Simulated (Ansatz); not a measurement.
Geometry optimisation, RKS LDA/6-31G* (Ansatz 0.2.0).

input.yaml

```yaml
crystal:
  periodic: [false, false, false]
  atoms:
    - { symbol: B, position_ang: [-0.059982, 0.303925, 0.025204] }
    - { symbol: H, position_ang: [-0.083441, 0.411662, 1.22156] }
    - { symbol: H, position_ang: [0.943868, 0.592822, -0.573096] }
    - { symbol: H, position_ang: [-1.075659, 0.000147, -0.553825] }
    - { symbol: O, position_ang: [0.439663, -2.126895, 0.767307] }
    - { symbol: Si, position_ang: [-0.656921, -3.033011, -0.122507] }
    - { symbol: H, position_ang: [-0.097928, -4.420367, -0.185515] }
    - { symbol: H, position_ang: [-2.003949, -3.062404, 0.543946] }
    - { symbol: H, position_ang: [-0.81147, -2.506455, -1.519202] }
    - { symbol: H, position_ang: [0.051118, -1.440825, 1.37303] }
basis:
  gaussian: { orbitals: "6-31G*" }
hamiltonian:
  xc: lda
relax:
  f_tol: 0.03
  max_steps: 50
output:
  orbitals: {}
```

Launched with:

```bash
$ ansatz run input.yaml --threads 1 --pin off --max-ram 2048MiB --backend cpu --events-out ev --progress --plain --runs-dir out
```

Problem. Where does it end, and by what steps?

Solution. It converged. After 19 steps the energy has fallen by 0.954 eV; H10 moved furthest, 0.92 Å. Joined: B1–O5 (2.59 → 1.61 Å).

```tsv
step	energy less start (eV)	largest force component (eV/Å)	accepted
0	0.0000	0.843	yes
1	-0.2484	1.192	yes
2	-0.4307	1.409	yes
3	-0.5693	3.422	yes
4	-0.8413	0.399	yes
5	-0.8991	0.325	yes
6	-0.8987	0.417	no
7	-0.9204	0.068	yes
8	-0.9220	0.076	yes
9	-0.9246	0.179	yes
10	-0.9280	0.143	yes
11	-0.9311	0.218	yes
12	-0.9347	0.310	yes
13	-0.9392	0.300	yes
14	-0.9445	0.252	yes
15	-0.9491	0.172	yes
16	-0.9528	0.065	yes
17	-0.9512	0.096	no
18	-0.9537	0.040	yes
19	-0.9538	0.017	yes
```

```xyz
10
Properties=species:S:1:pos:R:3
B -0.123 -0.187 0.167
H -0.661 0.094 1.223
H 0.770 0.545 -0.198
H -0.942 -0.430 -0.724
O 0.508 -1.657 0.364
Si -0.740 -2.711 -0.187
H -0.274 -4.048 0.329
H -2.062 -2.381 0.421
H -0.716 -2.697 -1.673
H 0.885 -1.812 1.255
```

Whether the end is a true minimum wasn't checked by a vibrational analysis.

Run time: 25 s on 1 thread of Arm Neoverse V2 (shared host), peak memory 0.13 GiB.
